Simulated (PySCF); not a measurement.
Si(OH)₂ + Cl₂ → SiO₂ + 2 HCl

Level: PBE0 in the def2-TZVP basis family, all electrons, no relativity, computed in PySCF with density fitting; open shells unrestricted.

```csv
species,state and structure,E (Eh),ZPE (kJ/mol),H(298 K) − H(0) (kJ/mol),S° (J/(mol K))
Si(OH)₂,"singlet, C2v, O–H 0.960 Å (×2), Si–O 1.649 Å (×2); H–O–Si 114.7° (×2), O–Si–O 97.5°",-441.00178,74.4,13.0,264.5
Cl₂,"singlet, D∞h, Cl–Cl 1.982 Å",-920.08940,3.5,9.1,222.5
SiO₂,"singlet, D∞h, Si–O 1.506 Å (×2)",-439.73957,18.5,11.0,231.3
HCl,"singlet, C∞v, H–Cl 1.279 Å",-460.66440,17.9,8.7,186.6
```

What is the electronic reaction energy?

At PBE0/def2-TZVP, ΔE = 59.9 kJ/mol from the differences of the total energies times 2625.5, uphill. 

Add zero-point, thermal and entropy terms for 298.15 K and 1 bar.

ΔZPE = -23.6 and Δ[H(298) − H(0)] = 6.3 kJ/mol give ΔH° = 42.6 kJ/mol. ΔS° = 117.5 J/(mol K), so ΔG° = 42.6 − 298.15 × (0.1175) = 8 kJ/mol and log₁₀K = -1.3. ΔG° would change sign near 360 K if ΔH° and ΔS° stayed fixed.

The structures come from searches over a few start shapes, so lower isomers are not excluded.
